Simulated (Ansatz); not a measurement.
CuO: experiment and calculation

**What was measured.**

From “High Pressure Experimental Studies on CuO: Indication of Re-entrant Multiferroicity at Room Temperature”, 2016, pmc:4987678, for a powder of CuO: lattice constant a 4.6946 ± 0.0003 Å.

From “Direct Observation of Re-entrant Multiferroic CuO at High Pressures”, 2015, arxiv:1508.02874, for a powder of CuO at 300 K: lattice constant c 5.1329 ± 0.0003 Å.

The results are compared with them further down.

These are results of DFT PBEsol, scalar-relativistic, plane waves, PAW in Ansatz 0.2.0, not measurements.

Cutoff 420 eV; k points 16×16×8 on the computed 4-atom cell (Γ-centred); Gaussian smearing, width 0.10 eV; no spin polarisation.

Relaxed structure, symmetry kept:

```cif
data_structure
_symmetry_space_group_name_H-M 'P4_2/mmc'
_symmetry_Int_Tables_number 131
_cell_length_a 2.8941
_cell_length_b 2.8941
_cell_length_c 5.0919
_cell_angle_alpha 90.000
_cell_angle_beta 90.000
_cell_angle_gamma 90.000
_cell_volume 42.65
loop_
_atom_site_label
_atom_site_type_symbol
_atom_site_symmetry_multiplicity
_atom_site_Wyckoff_symbol
_atom_site_fract_x
_atom_site_fract_y
_atom_site_fract_z
_atom_site_occupancy
Cu1 Cu 2 d 0.50000 0.00000 0.00000 1
O1 O 2 e 0.00000 0.00000 0.25000 1
```

| Property | Result |
| --- | --- |
| Space group | P4_2/mmc (No. 131) |
| Volume per atom | 72.0 bohr³ |
| Formation energy from the elements' standard states (uncorrected) | -0.611 eV/atom |
| Kohn–Sham band gap | none (metal) |
| Density of states at the Fermi level | 2.18 states/eV per cell |
| Löwdin character within 0.5 eV of the Fermi level | Cu 3d 51 %, O 2p 44 % |
| Bader charges (e) | Cu (2 in the cell) 0.97, O (2 in the cell) -0.97 |

Spin polarisation was left out, and a magnetic state may lie lower.

A ferromagnetic start lost its moments in a first run, so spin was left out; other magnetic orders weren't tried.

Measured lattice constant a of CuO: 4.6946 Å (powder; the paper above). This calculation gives 2.894 Å (-38.4 %). So large a difference can come from the functional (as between layers that it hardly binds), but also from another choice of axes, another phase or a misread value. 2 values of this kind are on record (4.6837 to 4.6946 Å); this one was drawn at random among those near their median, those with a stated uncertainty first. A measured lattice constant c of CuO is 5.1329 Å (300 K; powder; the paper above); the calculated 5.092 Å misses it by -0.8 %. 3 values of this kind are on record (5.1288 to 5.1329 Å); this one was drawn at random among those near their median, those with a stated uncertainty first. The calculation is for 0 K without zero-point motion. The calculated magnetic order may not be the real one, and cell, gap and energy hang on it, so these differences aren't the functional's alone.

This form isn't the usual stable structure of the compound.